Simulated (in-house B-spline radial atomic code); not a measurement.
**Functionals against successive ionisation energies: F to F⁶⁺**

Ionisation energies as differences of self-consistent total energies from an all-electron radial atomic-structure program (B-spline basis): all electrons, radial basis limit, scalar-relativistic (one-electron X2C), spin-polarised at highest spin, spherical densities; exact exchange is averaged over the determinants of each configuration. No spin-orbit coupling, Breit or QED terms. NIST's values run from ground level to ground level, so in open shells the differences also hold multiplet and fine-structure energies that spherical high-spin averages miss. Columns give computed minus NIST, in eV; a star marks a semi-empirical value. Species are left out where the tabulated value is theory, is uncertain by more than 0.12 eV, or (13 ions, such as In⁴⁺, Te⁴⁺ and Bi⁴⁺) lies off its series for all methods alike, which flatters the means a little.

```
species  shell        NIST (eV)  Hartree-Fock   RPBE   BP86   TPSS   PBE0
      F     2p            17.42         -1.78  +0.32  +0.53  +0.36  +0.15
     F⁺     2p            34.97         -1.74  -0.17  +0.11  -0.39  -0.09
    F²⁺     2p           62.71*         -0.35  +0.37  +0.42  +0.71  +0.41
    F³⁺     2p    87.17 ± 0.02*         -0.25  +0.58  +0.68  +0.81  +0.63
    F⁴⁺     2p  114.25 ± 0.006*         -0.13  +0.08  +0.24  +0.01  +0.36
    F⁵⁺     2s           157.16         -3.13  -1.26  -1.38  -1.43  -1.55
    F⁶⁺     2s           185.19         -0.12  +0.87  +0.28  +0.52  +0.57
```

(1) How do the methods rank, and which species is hardest?

Answers

(1) Mean absolute (signed) differences: BP86 0.52 (+0.13) eV; RPBE 0.52 (+0.11) eV; PBE0 0.54 (+0.07) eV; TPSS 0.60 (+0.08) eV; Hartree-Fock 1.07 (-1.07) eV. For F⁵⁺, which loses a 2s electron, the nearest method is off by -1.26 eV, the largest such miss. The first two are tied within the accuracy of the references. Hartree-Fock comes too low mainly by the correlation energy of the removed electron.
